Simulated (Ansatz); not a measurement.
Ansatz (a program for electronic structure) input (B3LYP/6-31G**): The .json file is the Basis Set Exchange's 6-31G**.

Ansatz 0.2 input:
```yaml
crystal:
  periodic: [false, false, false]
  atoms:
    - {symbol: O, position_ang: [1.15064415, 0.27323898, 0.38198658]}
    - {symbol: C, position_ang: [0.02389777, 0.31049500, -0.18794480]}
    - {symbol: H, position_ang: [-0.18242979, 1.19605197, -0.85698703]}
    - {symbol: C, position_ang: [-1.03824297, -0.56806862, -0.13806164]}
    - {symbol: H, position_ang: [-0.99655321, -1.47240569, 0.46326975]}
    - {symbol: H, position_ang: [-1.94009899, -0.36411639, -0.70613676]}
basis:
  gaussian:
    orbitals: 6-31G__.json
hamiltonian:
  xc: {name: B3LYP}
total_charge: -1
output: {forces: true}
```

From the last part of the output:

```
WARN ansatz: RAYON_NUM_THREADS=1 ignored (pool sized by the plan → 1); use --threads N
Functional definition: B3LYP
integrals: 0.01 GiB planned
573 factors; integrals over basis functions are off by at most 1.3e-3 eV
mean field: 0.14 GiB planned
mean field evaluation 1: about -4167.3836 eV, gradient 2.8e1 eV
mean field evaluation 2: about -4165.6003 eV, gradient 3.8e1 eV
mean field evaluation 4: about -4169.1012 eV, gradient 2.8e0 eV
mean field evaluation 8: about -4169.1133 eV, gradient 1.5e-2 eV
mean field -4169.11332261 eV, -153.2120886793 hartree, gradient 7.2e-6 eV, S^2 0.000000; 0 other end points of the search recorded, 0 dependent functions left out
the calculation of the forces begins
reference -4169.11349073 eV, -153.2120948579 hartree; 12, 12 occupied and 48, 48 virtual orbitals, 573 factors
Total energy: -4169.11349073 eV, -153.2120948579 hartree
Atom 0 at     1.150644     0.273239     0.381987 Å, force     0.351823     0.006531     0.166287 eV/Å
Atom 1 at     0.023898     0.310495    -0.187945 Å, force    -0.030470    -0.130415     0.069040 eV/Å
Atom 2 at    -0.182430     1.196052    -0.856987 Å, force    -0.122639     0.181957    -0.176354 eV/Å
Atom 3 at    -1.038243    -0.568069    -0.138062 Å, force    -0.025875     0.052191    -0.046077 eV/Å
Atom 4 at    -0.996553    -1.472406     0.463270 Å, force    -0.016779    -0.100391     0.056381 eV/Å
Atom 5 at    -1.940099    -0.364116    -0.706137 Å, force    -0.156059    -0.009873    -0.069278 eV/Å
Dipole moment:    -0.219529     0.026722    -0.123549 e Å
```

The dipole moment of an ion depends on the origin.
